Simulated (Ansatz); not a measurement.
```yaml
crystal:
  periodic: [false, false, false]
  atoms:
    - {symbol: Ge, position_ang: [-0.973566, -0.199760, -0.001845]}
    - {symbol: Si, position_ang: [1.232417, 0.669044, 0.005416]}
    - {symbol: O, position_ang: [2.385305, -0.332493, -0.001565]}
    - {symbol: H, position_ang: [-2.040447, 1.031606, 0.006870]}
basis:
  gaussian: {orbitals: def2-TZVP}
magnetization: {spin_polarized: true, initial_magnetization: 3}
hamiltonian: {xc: pbe0}
relax: {f_tol: 0.004, max_steps: 80}
```

```sh
$ ansatz run in.yaml --threads 1 --pin off --events-out ev --progress --plain --max-ram 2176MiB
```

Steps of the relaxation (energy above the last step; positions in Å, forces in eV/Å):

```
4
step 1, 245.5 meV
Ge   -0.974   -0.200   -0.002   -0.635    0.999    0.007
Si    1.232    0.669    0.005   -0.128    0.514    0.004
O     2.385   -0.332   -0.002    0.327   -0.535   -0.004
H    -2.040    1.032    0.007    0.435   -0.978   -0.007
```

```
4
step 2, 98.9 meV
Ge   -0.888   -0.038   -0.001   -0.189    0.403    0.003
Si    1.361    0.780    0.006    0.441   -0.662   -0.005
O     2.309   -0.466   -0.003   -0.714    0.651    0.005
H    -2.179    0.892    0.006    0.463   -0.392   -0.003
```

```
4
step 3, 49.6 meV
Ge   -0.796    0.020    0.000    0.247    0.016    0.000
Si    1.419    0.886    0.007    0.305   -0.922   -0.007
O     2.125   -0.532   -0.003   -0.606    0.915    0.007
H    -2.144    0.794    0.005    0.054   -0.009    0.000
```

```
4
step 6, 0.1 meV
Ge   -0.654   -0.008    0.000   -0.004   -0.029    0.000
Si    1.484    0.998    0.008    0.034   -0.026    0.000
O     1.815   -0.545   -0.003   -0.007    0.040    0.000
H    -2.041    0.724    0.005   -0.024    0.016    0.000
```

```
4
step 7, 0.0 meV
Ge   -0.655   -0.010    0.000    0.004    0.000    0.000
Si    1.487    0.999    0.008   -0.003    0.002    0.000
O     1.815   -0.545   -0.003    0.000   -0.003    0.000
H    -2.043    0.725    0.005   -0.001    0.001    0.000
```

Close pairs at the end: Ge1–H4 1.571 Å, Si2–O3 1.578 Å, Ge1–Si2 2.367 Å, Ge1–O3 2.527 Å.

A stationary point of unrestricted PBE0 after 7 steps, with ⟨S²⟩ = 3.767 against 3.75 for a pure state; no frequencies were run, so it isn't proven a minimum. 57 s on 1 thread of Arm Neoverse V1, shared host.
